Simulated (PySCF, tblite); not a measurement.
# SiNH3 (triplet): geometry, infrared bands and EPR parameters

Aim: predict the infrared bands and EPR parameters of SiNH3 (triplet) (`[N][SiH3]`).

Computed with tblite 0.8.0 and PySCF 2.14.0, with density-fitted response routines of our own, on a single molecule in the gas phase. Atoms are numbered from 0 throughout.

## (1) Starting geometry

5 atoms, charge 0, multiplicity 3; geometry from: force field or distance geometry start.

Bonds of the start (Å): N0–Si1 1.79, Si1–H2 1.48, Si1–H3 1.47, Si1–H4 1.45.

## (2) Relaxing the molecule with GFN2-xTB

Job settings and geometry (Å):

```
{"job": {"kind": "relax", "xc": "GFN2-xTB", "basis": "xTB"}, "charge": 0, "multiplicity": 3}
N      1.690600    -0.304400     0.107900
Si    -0.070000     0.020700    -0.021000
H     -0.753500    -0.371100     1.232700
H     -0.247300     1.464000    -0.254300
H     -0.611100    -0.806300    -1.082500
```

Launch:

```console
> OMP_NUM_THREADS=1 python probes_run.py task.json out
```

The driver reads the jobs from task.json and runs them one after another.

**Question.** This job is followed by: GFN2-xTB harmonic vibrations, gas phase; UKS B3LYP, pcH-1 on H N Si, non-relativistic, mean-field spin-orbit, GIAO. Predict these results of the whole session: strongest single infrared mode (GFN2-xTB); zero-point energy (GFN2-xTB); D, E (B3LYP); g(iso) (B3LYP); ⟨S²⟩; largest a(iso) (averaged by class); surface potential, 1st and 99th percentile.

**Answer**, as computed:

```
                                 quantity                       value
strongest single infrared mode (GFN2-xTB)       2078 cm⁻¹, 116 km/mol
             zero-point energy (GFN2-xTB)               14.4 kcal/mol
                             D, E (B3LYP)           1.496, 0.000 cm⁻¹
                           g(iso) (B3LYP)                     2.00395
                                     ⟨S²⟩          2.007 (exact 2.00)
       largest a(iso) (averaged by class)  1H on H2, H3, H4, 75.9 MHz
    surface potential, 1st and 99th percentile          -1.45 V and 1.44 V
```

**Reading.** Relaxing lowered the energy by 0.266 eV in 19 steps; the close pair that moved most is N0–Si1, from 1.795 to 1.656 Å. No mode is imaginary among the 9: a minimum at this level. GFN2-xTB is a fitted tight-binding method: band positions and strengths are rough. Its intensities can rank the bands wrongly. Most of the unpaired spin sits on N0 (1.84 e). The isotropic g lies 1.6 ppt above the free-electron value.
